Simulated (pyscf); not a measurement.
Thermochemistry of product channels of Cl–InH–Cl + methyl (CH₃•) on the doublet surface, in kcal/mol, from CCSD(T)/def2-TZVPP + ΔMP2(QZVPP) energies (ideal gas, 1 atm, RRHO with modes under 100 cm⁻¹ raised to 100, one conformer, R ln 2 for chiral ones without a mode under 150 cm⁻¹). Optimised with ωB97X-D3(BJ)/def2-SVP in PySCF. MP2 and CC: frozen core, UHF for open shells. ΔMP2 is the change of the MP2 total energy from the triple- to the quadruple-zeta basis.

```csv
products,ΔE,ΔH(298 K),ΔG(900 K),ΔG(1200 K)
chloromethane (H₃C–Cl) + [Cl–InH]•,+7.2,+9.7,+9.7,+10.3
[Cl–In–Cl]• + methane (CH₄),-40.5,-35.5,-32.1,-30.3
H₃C–In(Cl)–Cl + H atom (H•),+4.2,+4.6,+10.1,+11.3
hydrogen chloride (HCl) + [H₃C–In–Cl]•,-8.4,-5.5,-6.9,-7.2
Cl atom (Cl•) + Cl–InH₂ + methylene (CH₂) [triplet],+136.5,+132.4,+105.7,+96.6
```

These are energies of the channels, which say nothing of barriers. The CCSD(T) − MP2 part came from Ansatz, without density fitting, on the same reference. The frozen core leaves the outer d or s,p core shells of the metals and heavy elements correlated in the MP2 and CC values, and def2-TZVPP describes them poorly, which can shift differences by a few kcal/mol. Left out: orbital degeneracy and the spin-orbit lowering of Cl. Elements past Kr carry the def2 core potentials, without spin-orbit coupling.
